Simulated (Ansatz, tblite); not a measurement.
# The cluster Al₃Si: a ladder of methods and basis sets, part 2 of 2

How do method and basis change the picture of the cluster Al₃Si (doublet)?

Ansatz 0.2.0, Gaussian basis; as each input shows.

## (16) PBE-D4/def2-TZVPD

The input, in.yaml:

```yaml
crystal:
  periodic: [false, false, false]
  atoms:
    - {symbol: Al, position_ang: [-0.467302, -1.311541, -0.288214]}
    - {symbol: Al, position_ang: [0.853446, -0.611123, 1.782830]}
    - {symbol: Al, position_ang: [-0.802113, 0.755281, -1.751140]}
    - {symbol: Si, position_ang: [0.415969, 1.167373, 0.256514]}
basis:
  gaussian: {orbitals: def2-TZVPD, initial_orbitals: start.molden}
magnetization: {spin_polarized: true, initial_magnetization: 1}
hamiltonian: {xc: pbe, dispersion: d4}
scf: {omitted_lower_state_checks: [starts]}
output: {orbitals: {seedname: orbitals}}
```

Command:

```sh
> ansatz run in.yaml --threads 4 --pin off --events-out ev --progress --plain --max-ram 3916MiB
```

Output:

```text
Functional definition: PBE
  name "PBE"
  cite "Perdew, Burke & Ernzerhof, Phys. Rev. Lett. 77, 3865 (1996) doi:10.1103/PhysRevLett.77.3865"
  parent pbe
  parameter kappa = 0.804
  parameter beta = 0.06672455060314922
  exchange = pbe_x(kappa = kappa, mu = beta*pi^2/3)
  correlation = pbe_c(beta = beta)
these checks for a lower state are left out or cut short: starts
1067 factors; their error is unknown
mean field evaluation 1: about -27652.1620 eV, gradient 9.1e0 eV
mean field evaluation 2: about -27652.2658 eV, gradient 1.7e-1 eV
mean field evaluation 4: about -27652.2629 eV, gradient 4.4e-3 eV
mean field evaluation 8: about -27652.2629 eV, gradient 2.1e-5 eV
mean field -27652.26286758 eV, -1016.2019170064 hartree, gradient 1.1e-5 eV, S^2 0.762867; 0 other end points of the search recorded, 0 dependent functions left out
reference -27652.26290412 eV, -1016.2019183495 hartree; 27, 26 occupied and 145, 146 virtual orbitals, 1067 factors
Total energy: -27652.46168449 eV, -1016.2092233933 hartree
Checks for a lower state left out: starts
```

Wall time 1.7 s (4 threads of Intel Xeon 6975P-C, shared host).

Report: HOMO -4.70 eV, LUMO -4.19 eV (over both spins); ⟨S²⟩ 0.763 (pure: 0.75).

## (17) r2SCAN-D4/def2-TZVPD

Changes to in.yaml since step 16:

```diff
@@ -10,3 +10,3 @@
 magnetization: {spin_polarized: true, initial_magnetization: 1}
-hamiltonian: {xc: pbe, dispersion: d4}
+hamiltonian: {xc: r2scan, dispersion: d4}
 scf: {omitted_lower_state_checks: [starts]}
```

The command is unchanged.

Output:

```text
Functional definition: r2SCAN
  name "r2SCAN"
  cite "Furness, Kaplan, Ning, Perdew & Sun, J. Phys. Chem. Lett. 11, 8208 (2020) doi:10.1021/acs.jpclett.0c02405"
  cite "Furness, Kaplan, Ning, Perdew & Sun, J. Phys. Chem. Lett. 11, 9248 (2020) doi:10.1021/acs.jpclett.0c03077"
  parent r2scan
  parameter k0 = 0.174
  parameter k1 = 0.065
  parameter a1 = 4.9479
  exchange = r2scan_x(k0 = k0, k1 = k1, a1 = a1)
  correlation = r2scan_c
these checks for a lower state are left out or cut short: starts
1067 factors; their error is unknown
mean field evaluation 1: about -27663.8367 eV, gradient 6.3e0 eV
mean field evaluation 2: about -27663.9012 eV, gradient 1.5e-1 eV
mean field evaluation 4: about -27663.8962 eV, gradient 6.2e-3 eV
mean field evaluation 8: about -27663.8962 eV, gradient 1.8e-5 eV
mean field -27663.89620191 eV, -1016.6294341578 hartree, gradient 9.4e-6 eV, S^2 0.778798; 0 other end points of the search recorded, 0 dependent functions left out
reference -27663.89621894 eV, -1016.6294347838 hartree; 27, 26 occupied and 145, 146 virtual orbitals, 1067 factors
Total energy: -27663.93159810 eV, -1016.6307349438 hartree
Checks for a lower state left out: starts
```

Run time: 7.5 s. Hardware: 4 threads of Intel Xeon 6975P-C, shared host.

Report: HOMO -4.87 eV, LUMO -3.87 eV (over both spins); ⟨S²⟩ 0.779 (pure: 0.75).

## (18) CCSD(T)/def2-TZVPP

Changes to in.yaml since step 17:

```diff
@@ -8,6 +8,6 @@
 basis:
-  gaussian: {orbitals: def2-TZVPD, initial_orbitals: start.molden}
+  gaussian: {orbitals: def2-TZVPP, initial_orbitals: start.molden}
 magnetization: {spin_polarized: true, initial_magnetization: 1}
-hamiltonian: {xc: r2scan, dispersion: d4}
-scf: {omitted_lower_state_checks: [starts]}
+correlation: {method: ccsd_t}
+scf: {omitted_lower_state_checks: [starts, cluster_reference]}
 output: {orbitals: {seedname: orbitals}}
```

Same command.

Output, cut to the lines that bear on the results:

```text
Functional definition: HF
  name "HF"
  cite "Fock, Z. Phys. 61, 126 (1930) doi:10.1007/BF01340294"
  parent pbe
[...]
1035 factors; integrals over basis functions are off by at most 7.5e-4 eV
[...]
mean field -27609.05897557 eV, -1014.6142032600 hartree, gradient 7.2e-6 eV, S^2 1.678199; 0 other end points of the search recorded, 0 dependent functions left out
20 core orbitals not correlated: weight in the atoms' cores, before any rotation towards them, 1.000 or more for the frozen orbitals, at most 0.000 for the correlated occupied ones
reference -27609.05897557 eV, -1014.6142032600 hartree; 7, 6 occupied and 141, 142 virtual orbitals, 1035 factors
second order -7.60492282 eV of doubles, -0.00000000 eV of singles
cycle   1  -7.88289925 eV  change   -2.8e-1 eV  update   1.5e-1
[...]
cycle  24  -8.69746700 eV  change   -4.0e-7 eV  update   6.6e-6
perturbative correction -0.93200036 eV, -0.0342503816 hartree
Total energy: -27618.68844294 eV, -1014.9680796585 hartree
Checks for a lower state left out: starts, cluster_reference
```

Wall time 14 s (4 threads of Intel Xeon 6975P-C, shared host); peak memory 2.7 GiB.

Report: Hartree-Fock HOMO -6.83 eV, LUMO -0.05 eV (over both spins); ⟨S²⟩ 1.678 (pure: 0.75); T1 0.088. Doubts: large T1 diagnostic, spin contamination.

## (19) MP2/def2-TZVP

Changes to in.yaml since step 18:

```diff
@@ -8,6 +8,6 @@
 basis:
-  gaussian: {orbitals: def2-TZVPP, initial_orbitals: start.molden}
+  gaussian: {orbitals: def2-TZVP, initial_orbitals: start.molden}
 magnetization: {spin_polarized: true, initial_magnetization: 1}
-correlation: {method: ccsd_t}
-scf: {omitted_lower_state_checks: [starts, cluster_reference]}
+correlation: {method: mp2}
+scf: {omitted_lower_state_checks: [starts]}
 output: {orbitals: {seedname: orbitals}}
```

Launched as before.

Output, cut to the lines that bear on the results:

```text
Functional definition: HF
  name "HF"
  cite "Fock, Z. Phys. 61, 126 (1930) doi:10.1007/BF01340294"
  parent pbe
[...]
922 factors; integrals over basis functions are off by at most 6.0e-4 eV
[...]
mean field -27609.05337609 eV, -1014.6139974828 hartree, gradient 4.1e-6 eV, S^2 1.676833; 0 other end points of the search recorded, 0 dependent functions left out
20 core orbitals not correlated: weight in the atoms' cores, before any rotation towards them, 1.000 or more for the frozen orbitals, at most 0.000 for the correlated occupied ones
reference -27609.05337609 eV, -1014.6139974828 hartree; 7, 6 occupied and 121, 122 virtual orbitals, 922 factors
second order -7.48692781 eV of doubles, -0.00000000 eV of singles
Total energy: -27616.54030390 eV, -1014.8891370050 hartree
Checks for a lower state left out: starts
```

It took 1.7 s on 4 threads of Intel Xeon 6975P-C, shared host.

From the report: Hartree-Fock HOMO -6.83 eV, LUMO -0.05 eV (over both spins); ⟨S²⟩ 1.677 (pure: 0.75). Doubts: spin contamination.

## (20) RPA/def2-TZVP

Changes to in.yaml since step 19:

```diff
@@ -10,4 +10,4 @@
 magnetization: {spin_polarized: true, initial_magnetization: 1}
-correlation: {method: mp2}
+hamiltonian: {xc: pbe}
+correlation: {method: rpa}
 scf: {omitted_lower_state_checks: [starts]}
-output: {orbitals: {seedname: orbitals}}
```

Same command.

Output, cut to the lines that bear on the results:

```text
Functional definition: PBE
  name "PBE"
  cite "Perdew, Burke & Ernzerhof, Phys. Rev. Lett. 77, 3865 (1996) doi:10.1103/PhysRevLett.77.3865"
  parent pbe
[...]
922 factors; integrals over basis functions are off by at most 6.0e-4 eV
[...]
mean field -27652.25020049 eV, -1016.2014514995 hartree, gradient 2.7e-6 eV, S^2 0.762743; 0 other end points of the search recorded, 0 dependent functions left out
20 core orbitals not correlated: weight in the atoms' cores, before any rotation towards them, 1.000 or more for the frozen orbitals, at most 0.000 for the correlated occupied ones
reference -27607.34993809 eV, -1014.5513972911 hartree; 7, 6 occupied and 121, 122 virtual orbitals, 922 factors
Total energy: -27622.81097117 eV, -1015.1195797768 hartree
Checks for a lower state left out: starts
```

Run time: 1.6 s. Hardware: 4 threads of Intel Xeon 6975P-C, shared host.

From the report: ⟨S²⟩ 0.763 (pure: 0.75).

## (21) CCSD(T)/def2-TZVPD

Changes to in.yaml since step 20:

```diff
@@ -8,6 +8,6 @@
 basis:
-  gaussian: {orbitals: def2-TZVP, initial_orbitals: start.molden}
+  gaussian: {orbitals: def2-TZVPD, initial_orbitals: start.molden}
 magnetization: {spin_polarized: true, initial_magnetization: 1}
-hamiltonian: {xc: pbe}
-correlation: {method: rpa}
-scf: {omitted_lower_state_checks: [starts]}
+correlation: {method: ccsd_t}
+scf: {omitted_lower_state_checks: [starts, cluster_reference]}
+output: {orbitals: {seedname: orbitals}}
```

Same command.

Output, cut to the lines that bear on the results:

```text
Functional definition: HF
  name "HF"
  cite "Fock, Z. Phys. 61, 126 (1930) doi:10.1007/BF01340294"
  parent pbe
[...]
1080 factors; integrals over basis functions are off by at most 6.2e-4 eV
[...]
mean field -27609.06596642 eV, -1014.6144601690 hartree, gradient 5.5e-6 eV, S^2 1.680457; 0 other end points of the search recorded, 0 dependent functions left out
20 core orbitals not correlated: weight in the atoms' cores, before any rotation towards them, 1.000 or more for the frozen orbitals, at most 0.000 for the correlated occupied ones
reference -27609.06596642 eV, -1014.6144601690 hartree; 7, 6 occupied and 145, 146 virtual orbitals, 1080 factors
second order -7.52424265 eV of doubles, -0.00000000 eV of singles
cycle   1  -7.82143790 eV  change   -3.0e-1 eV  update   1.5e-1
[...]
cycle  24  -8.63659178 eV  change    5.4e-7 eV  update   6.6e-6
perturbative correction -0.92875381 eV, -0.0341310731 hartree
Total energy: -27618.63131202 eV, -1014.9659801360 hartree
Checks for a lower state left out: starts, cluster_reference
```

It took 15 s on 4 threads of Intel Xeon 6975P-C, shared host; peak memory 3 GiB.

Hartree-Fock HOMO -6.83 eV, LUMO -0.18 eV (over both spins); ⟨S²⟩ 1.680 (pure: 0.75); T1 0.088. Doubts: large T1 diagnostic, spin contamination.

## (22) Comparison

```tsv
level	functions	HOMO (eV)	LUMO (eV)	gap (eV)	⟨S²⟩	time
HF/STO-3G	36	-0.14	6.66	6.80	2.063	0.15 s
HF/6-31G	52	-6.67	-0.11	6.56	1.705	0.25 s
PBE-D4/def2-SVP	72	-4.79	-4.26	0.53	0.762	0.55 s
PBE-D4/def2-TZVP	148	-4.70	-4.19	0.51	0.763	1.1 s
PBE-D4/def2-TZVPD	172	-4.70	-4.19	0.51	0.763	1.7 s
revPBE-D4/def2-TZVP	148	-4.67	-4.10	0.57	0.765	1.1 s
BLYP-D4/def2-TZVP	148	-4.45	-4.07	0.39	0.758	1.2 s
r2SCAN-D4/def2-TZVP	148	-4.88	-3.88	1.00	0.779	5.5 s
r2SCAN-D4/def2-TZVPD	172	-4.87	-3.87	1.00	0.779	7.5 s
B97M-V/def2-TZVP	148	-4.78	-4.08	0.70	0.765	4.3 s
B3LYP-D4/6-31G	52	-5.39	-3.67	1.72	0.762	0.6 s
PBE0-D4/def2-SVP	72	-5.57	-3.53	2.05	0.771	1 s
PBE0-D4/def2-TZVP	148	-5.47	-3.43	2.03	0.772	3.5 s
PBE0-D4/def2-TZVPD	172	-5.46	-3.44	2.02	0.772	4.6 s
LC-ωPBE/def2-TZVP	148	-7.53	-1.35	6.17	1.328	4 s
ωB97M-V/def2-TZVP	148	-6.93	-1.89	5.04	0.764	12 s
```

The pieces so far (eV):

```tsv
basis	HF	MP2 correlation	CCSD correlation	(T)	total
def2-TZVPP	-27609.0590	-7.6049	-8.6975	-0.9320	-27618.6884
def2-TZVP	-27609.0534	-7.4869			-27616.5403 (MP2)
def2-TZVPD	-27609.0660	-7.5242	-8.6366	-0.9288	-27618.6313
```

## (23) Binding energy

Free atoms were run apart at each level; binding is atoms less cluster, divided by the number of atoms, without zero-point or spin-orbit terms.

```tsv
level	binding an atom (eV)
HF/STO-3G†	2.103
HF/6-31G†	0.648
HF/def2-TZVP†	0.953
HF/def2-TZVPD†	0.955
HF/def2-TZVPP†	0.954
PBE-D4/def2-SVP	2.058
PBE-D4/def2-TZVP	2.062
PBE-D4/def2-TZVPD	2.063
revPBE-D4/def2-TZVP	1.982
BLYP-D4/def2-TZVP	1.822
r2SCAN-D4/def2-TZVP	2.023
r2SCAN-D4/def2-TZVPD	2.025
B97M-V/def2-TZVP	2.070
B3LYP-D4/6-31G	1.515
PBE0-D4/def2-SVP	1.931
PBE0-D4/def2-TZVP	1.945
PBE0-D4/def2-TZVPD	1.946
LC-ωPBE/def2-TZVP†	1.700
ωB97M-V/def2-TZVP	1.771
RPA/def2-TZVP	1.594
MP2/def2-TZVP†	1.738
MP2/def2-TZVPD†	1.743
CCSD/def2-TZVPD†	1.582
CCSD/def2-TZVPP†	1.586
CCSD(T)/def2-TZVPD†	1.775
CCSD(T)/def2-TZVPP†	1.779
```

† marks a level with a doubtful state (flagged, unstable or spin-contaminated).

## (24) What came out

The summary covers parts 1 to 2.

```
                                                  quantity                                 value
 gap in def2-TZVP, named functionals, smallest and largest  0.39 eV (BLYP-D4), 6.17 eV (LC-ωPBE)
                    correlation energy, CCSD(T)/def2-TZVPP                              -9.63 eV
                         correlation energy, MP2/def2-TZVP                              -7.49 eV
                    correlation energy, CCSD(T)/def2-TZVPD                              -9.57 eV
                 binding an atom, functionals in def2-TZVP    1.70 (LC-ωPBE) to 2.07 eV (B97M-V)
⟨S²⟩ in def2-TZVP, named functionals, smallest and largest                          0.758, 1.328
           PBE0 total energy, smallest basis above largest        9.62 eV (def2-SVP, def2-TZVPD)
```

**Reading.** Over the named functionals in def2-TZVP the gap runs from 0.39 eV (BLYP-D4) to 6.17 eV (LC-ωPBE); exact exchange widens it. Over the named functionals in def2-TZVP spin contamination reaches 0.58 (LC-ωPBE), so some levels may describe another state. Notes on CCSD(T)/def2-TZVPP: large T1 diagnostic, spin contamination.

The slowest run with a step of its own, CCSD(T)/def2-TZVPD, took 15 s; the quickest functional in def2-TZVP took 1.1 s (shared host).
